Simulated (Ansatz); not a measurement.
# One shape, several levels: C2H2F (SMILES C=[C]F)

Aim: a comparison of 6 runs (U-r2SCAN/STO-3G, U-wB97X/STO-3G, UPBE/STO-3G, USVWN5/STO-3G, RPA@PBE/STO-3G, UBCCD(T)/STO-3G) of C2H2F. 

The results are computed with Ansatz 0.2.0.

54 further runs of the same task are left out: 3 that didn't finish, 51 set aside as unsound or not needed.

## 1. The structure to begin with

C2H2F has 5 atoms, charge 0, and is taken as a doublet. As SMILES, `C=[C]F`. The C2–C1 distance was set to 1.964 Å, away from the relaxed value.

Bond lengths: C2–F3 1.302 Å, C1–H4 1.087 Å, C1–H5 1.080 Å. Angles: H4–C1–H5 119.4°. A long bond or contact: C1–C2 1.964 Å.

## 2. A single-point energy at U-r2SCAN/STO-3G (run 1)

Input file in.yaml:

```yaml
basis:
  gaussian:
    orbitals: STO-3G
crystal:
  periodic: [false, false, false]
  atoms:
    - symbol: C
      position_ang: [1.028684, -0.497469, -0.210964]
    - symbol: C
      position_ang: [-0.592700, 0.393700, 0.447100]
    - symbol: F
      position_ang: [-1.725600, 0.629500, -0.148900]
    - symbol: H
      position_ang: [1.075184, -0.887469, -1.224764]
    - symbol: H
      position_ang: [1.885684, -0.603269, 0.438136]
accuracy: high
magnetization:
  spin_polarized: true
  initial_magnetization: 1
hamiltonian:
  xc: r2scan
```

Command:

```sh
ansatz run in.yaml --threads 1 --pin off --max-ram 2610MiB --events-out events.jsonl --progress --plain --runs-dir runs
```

Standard output:

```text
Warning: RAYON_NUM_THREADS=1 ignored (pool sized by the plan → 1); use --threads N
Functional definition: r2SCAN
  name "r2SCAN"
  parameter k0 = 0.174
  parameter k1 = 0.065
  parameter a1 = 4.9479
  exchange = r2scan_x(k0 = k0, k1 = k1, a1 = a1)
  correlation = r2scan_c
289 factors; integrals over basis functions are off by at most 4.7e-8 eV
mean field evaluation 1: about -4740.9916 eV, gradient 3.0e1 eV
mean field evaluation 2: about -4671.7135 eV, gradient 6.3e1 eV
mean field evaluation 4: about -4744.4471 eV, gradient 2.0e1 eV
mean field evaluation 8: about -4746.2850 eV, gradient 1.6e1 eV
mean field evaluation 16: about -4749.0011 eV, gradient 1.5e-6 eV
mean field evaluation 32: about -4749.0011 eV, gradient 6.9e-3 eV
mean field evaluation 64: about -4749.1999 eV, gradient 8.9e-2 eV
mean field -4749.19800695 eV, -174.5298076336 hartree, gradient 2.9e-8 eV, S^2 1.185046; 6 other end points of the search recorded, 0 dependent functions left out
reference -4749.19800756 eV, -174.5298076558 hartree; 12, 11 occupied and 5, 6 virtual orbitals, 289 factors
Total energy: -4749.19800756 eV, -174.5298076558 hartree
```

Run time: 6.3 s. Hardware: 1 thread of Intel Xeon 6975P-C (Granite Rapids), shared host; peak memory 0.22 GiB.

## 3. A single-point energy at U-wB97X/STO-3G (run 2)

Input file job.yaml:

```yaml
crystal:
  periodic: [false, false, false]
  atoms:
    - {symbol: C, position_ang: [1.028684, -0.497469, -0.210964]}
    - {symbol: C, position_ang: [-0.592700, 0.393700, 0.447100]}
    - {symbol: F, position_ang: [-1.725600, 0.629500, -0.148900]}
    - {symbol: H, position_ang: [1.075184, -0.887469, -1.224764]}
    - {symbol: H, position_ang: [1.885684, -0.603269, 0.438136]}
basis:
  gaussian:
    orbitals: STO-3G
magnetization:
  spin_polarized: true
  initial_magnetization: 1
hamiltonian:
  xc: {name: wB97X}
accuracy: high
```

Command:

```sh
ansatz run job.yaml --threads 1 --pin off --max-ram 2610MiB --events-out events.jsonl --progress --plain --runs-dir runs
```

Standard output, shortened:

```text
Warning: RAYON_NUM_THREADS=1 ignored (pool sized by the plan → 1); use --threads N
Functional definition: wB97X
  name "wB97X"
[...]
      + exact_x_lr(omega)
[...]
      + integral(e_c_pw_opposite_spin*poly(b97_u_opposite, 1, cos1, cos2, cos3, cos4))
289 factors; integrals over basis functions are off by at most 4.7e-8 eV
141 factors; integrals over basis functions are off by at most 7.8e-10 eV
[...]
mean field -4749.96396901 eV, -174.5579562200 hartree, gradient 4.1e-8 eV, S^2 1.158742; 3 other end points of the search recorded, 0 dependent functions left out
reference -4749.96396776 eV, -174.5579561739 hartree; 12, 11 occupied and 5, 6 virtual orbitals, 289 factors
Total energy: -4749.96396776 eV, -174.5579561739 hartree
```

Run time: 11 s. Hardware: 1 thread of Intel Xeon 6975P-C (Granite Rapids), shared host; peak memory 0.36 GiB.

Run 3 isn't shown in full; the table further down has it.

## 4. A single-point energy at USVWN5/STO-3G (run 4)

in.yaml: that of step 2 with these lines changed.

```diff
@@ -1,4 +1 @@
-basis:
-  gaussian:
-    orbitals: STO-3G
 crystal:
@@ -16,3 +13,5 @@
       position_ang: [1.885684, -0.603269, 0.438136]
-accuracy: high
+basis:
+  gaussian:
+    orbitals: STO-3G
 magnetization:
@@ -21,2 +20,3 @@
 hamiltonian:
-  xc: r2scan
+  xc: {name: SVWN5}
+accuracy: high
```

Command:

```sh
ansatz run in.yaml --threads 1 --pin off --max-ram 2610MiB --events-out events.jsonl --progress --plain --runs-dir runs
```

Standard output:

```text
Warning: RAYON_NUM_THREADS=1 ignored (pool sized by the plan → 1); use --threads N
Functional definition: SVWN5
  name "SVWN5"
  exchange = slater_x
  correlation = vwn5_c
289 factors; integrals over basis functions are off by at most 4.7e-8 eV
mean field evaluation 1: about -4702.6928 eV, gradient 3.6e1 eV
mean field evaluation 2: about -4625.5217 eV, gradient 6.7e1 eV
mean field evaluation 4: about -4708.8143 eV, gradient 2.0e1 eV
mean field evaluation 8: about -4706.6853 eV, gradient 2.5e1 eV
mean field evaluation 16: about -4712.6688 eV, gradient 3.2e-4 eV
mean field evaluation 32: about -4712.7273 eV, gradient 5.9e-3 eV
mean field evaluation 64: about -4712.1334 eV, gradient 4.5e0 eV
mean field -4712.72738776 eV, -173.1895370989 hartree, gradient 1.9e-8 eV, S^2 0.932909; 12 other end points of the search recorded, 0 dependent functions left out
reference -4712.72738926 eV, -173.1895371538 hartree; 12, 11 occupied and 5, 6 virtual orbitals, 289 factors
Total energy: -4712.72738926 eV, -173.1895371538 hartree
```

It took 2.3 s on 1 thread of Intel Xeon 6975P-C (Granite Rapids), shared host.

Run 5 isn't shown in full; the table further down has it.

## 5. The energy at UBCCD(T)/STO-3G (run 6)

Input file input.yaml:

```yaml
crystal:
  periodic: [false, false, false]
  atoms:
    - {symbol: C, position_ang: [1.028684, -0.497469, -0.210964]}
    - {symbol: C, position_ang: [-0.592700, 0.393700, 0.447100]}
    - {symbol: F, position_ang: [-1.725600, 0.629500, -0.148900]}
    - {symbol: H, position_ang: [1.075184, -0.887469, -1.224764]}
    - {symbol: H, position_ang: [1.885684, -0.603269, 0.438136]}
basis:
  gaussian:
    orbitals: STO-3G
magnetization:
  spin_polarized: true
  initial_magnetization: 1
correlation:
  method: bccd_t
  frozen_orbitals: {C: 1, F: 1, H: 0}
accuracy: high
scf:
  omitted_lower_state_checks: [cluster_reference, increment]
```

Command:

```sh
ansatz run input.yaml --threads 1 --pin off --max-ram 2610MiB --events-out events.jsonl --progress --plain --runs-dir runs
```

Standard output:

```text
Warning: RAYON_NUM_THREADS=1 ignored (pool sized by the plan → 1); use --threads N
[... 15 lines left out ...]
3 core orbitals not correlated: weight in the atoms' cores, before any rotation towards them, 1.000 or more for the frozen orbitals, at most 0.000 for the correlated occupied ones
[... 47 lines left out ...]
Total energy: -4732.11035007 eV, -173.9018478254 hartree
Checks for a lower state left out: cluster_reference, increment
```

Run time: 0.69 s. Hardware: 1 thread of Intel Xeon 6975P-C (Granite Rapids), shared host.

## 6. The series

| run | level | frozen core orbitals | energy (Eh) | ⟨S²⟩ | wall time |
| --- | --- | --- | --- | --- | --- |
| 1 | U-r2SCAN/STO-3G | – | -174.529808 | 1.185 | 6.3 s |
| 2 | U-wB97X/STO-3G | – | -174.557956 | 1.159 | 11 s |
| 3 | UPBE/STO-3G | – | -174.394833 | 1.023 | 2.9 s |
| 4 | USVWN5/STO-3G | – | -173.189537 | 0.933 | 2.3 s |
| 5 | RPA@PBE/STO-3G | 3 | -173.981818 | 1.023 | 3.9 s |
| 6 | UBCCD(T)/STO-3G | 3 | -173.901848 | 1.825 | 0.69 s |

## 7. Summary of results

| quantity | value |
| --- | --- |
| run 6: total energy | -173.90185 Eh |
| run 6: correlation energy (3 core orbitals frozen) | -139.9 mEh |
| run 6: (T) correction | -7.28 mEh |
| run 6: ⟨S²⟩ of the reference determinant | 1.825 |

**Reading.** Totals of different functionals can't be ranked against each other. In runs 1, 2, 3, 4, 5, 6 the basis is minimal, so the values are rough. Spin contamination of the reference: run 6 ⟨S²⟩ = 1.82, run 1 ⟨S²⟩ = 1.19, run 2 ⟨S²⟩ = 1.16, run 5 ⟨S²⟩ = 1.02, run 3 ⟨S²⟩ = 1.02, run 4 ⟨S²⟩ = 0.93. Where it is this large, the reference is a mixture of spin states, and values that rest on it are in doubt. All runs together took 27 s, the longest 11 s.
